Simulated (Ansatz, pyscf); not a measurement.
H₂B–Cl + methane (CH₄) → H₂B–CH₃ + hydrogen chloride (HCl), a four-centre exchange on the singlet surface: B–Cl, C–H broken, B–C, Cl–H formed. Optimised with ωB97X-D3(BJ)/def2-SVP in PySCF. Wave-function energies: Ansatz (a program for electronic structure), frozen core, RHF or UHF references. In kcal/mol, from the separated reactants.

Cost: rough CPU time of the saddle's run relative to CCSD(T)/cc-pV(D+d)Z, from one job on a shared machine, with the HF step and its search for lower states.

```tsv
level	barrier	reaction energy	cost
PBE/def2-TZVP	30.98	+24.29	–
ωB97X-D3(BJ)/def2-TZVP	38.64	+23.93	–
CCSD(T)/cc-pV(D+d)Z	42.52	+24.35	1
CCSDT(Q)/cc-pV(D+d)Z	(withheld)	(withheld)	200
CCSD(T)/cc-pV(T+d)Z	40.04	+23.52	11
CCSD(T)/cc-pV(Q+d)Z	(withheld)	+23.42	–
```

### Question
Fill in the missing entries.

### Answer

- CCSDT(Q)/cc-pV(D+d)Z, barrier: 42.35
- CCSDT(Q)/cc-pV(D+d)Z, reaction energy: +24.43
- CCSD(T)/cc-pV(Q+d)Z, barrier: 39.51

In cc-pV(D+d)Z, going from CCSD(T) to CCSDT(Q) shifts the barrier by -0.17 and the reaction energy by +0.08 kcal/mol. With HF in the quadruple-zeta basis and the correlation energy extrapolated as X⁻³ from X = 3, 4, CCSD(T) gives 39.10 and +23.41; adding the double-zeta shift gives ΔE‡ = 38.93 and ΔE = +23.49 kcal/mol, without core correlation, relativity or geometry relaxation at these levels. The same reactants have a lower exit, to H₃C–BH–Cl + H₂ (barrier +28.84 kcal/mol at ωB97M-D3(BJ)/def2-TZVP, against +38.22 kcal/mol here). This is the saddle that the search found; another between the same sides may lie lower.
